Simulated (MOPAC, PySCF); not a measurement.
System: thiophene, C₄H₄S, net charge 0, singlet state. SMILES: c1ccsc1
Coordinates optimised at B3LYP-D3(BJ)/def2-TZVP (Ansatz):
```
C
C 1 1.3651
H 2 1.0774 1 128.21
H 1 1.0803 2 123.42 3 0.00
C 1 1.4223 4 124.03 2 180.00
C 5 1.3651 1 112.56 4 -180.00
H 6 1.0774 5 128.21 1 -180.00
H 5 1.0803 6 123.42 7 0.00
S 6 1.7182 7 120.29 5 -180.00
```

Unscaled harmonic wavenumbers (cm⁻¹) in rising order, each level at the stationary point that it reaches from this structure (no distance between atoms moves by over 0.3 Å); the order of modes can differ between levels, and a negative number is imaginary. B3LYP-D3(BJ)/def2-TZVP (PySCF, at the structure above): 465, 582, 621, 691, 725, 760, 845, 882, 885, 919, 1060, 1106, 1107, 1283, 1397, 1439, 1549, 3202, 3215, 3250, 3252.

AM1 (MOPAC): 408, 510, 641, 741, 790, 824, 849, 915, 938, 973, 1097, 1119, 1157, 1249, 1478, 1567, 1671, 3243, 3247, 3254, 3263. Zero-point energy 42.8 against 41.8 kcal/mol; where all levels lie over 400 cm⁻¹, the wavenumbers are on average 1.032 times those of B3LYP-D3(BJ)/def2-TZVP.

PM3 (MOPAC): 383, 496, 594, 688, 749, 790, 796, 875, 933, 981, 1069, 1075, 1101, 1192, 1438, 1597, 1709, 3116, 3122, 3138, 3146. Zero-point energy 41.4 against 41.8 kcal/mol; where all levels lie over 400 cm⁻¹, the wavenumbers are on average 0.998 times those of B3LYP-D3(BJ)/def2-TZVP.

PM7 (MOPAC): 361, 473, 546, 669, 748, 800, 849, 859, 963, 1011, 1097, 1144, 1189, 1278, 1389, 1564, 1689, 2753, 2757, 2773, 2783. Zero-point energy 39.6 against 41.8 kcal/mol; where all levels lie over 400 cm⁻¹, the wavenumbers are on average 0.983 times those of B3LYP-D3(BJ)/def2-TZVP.
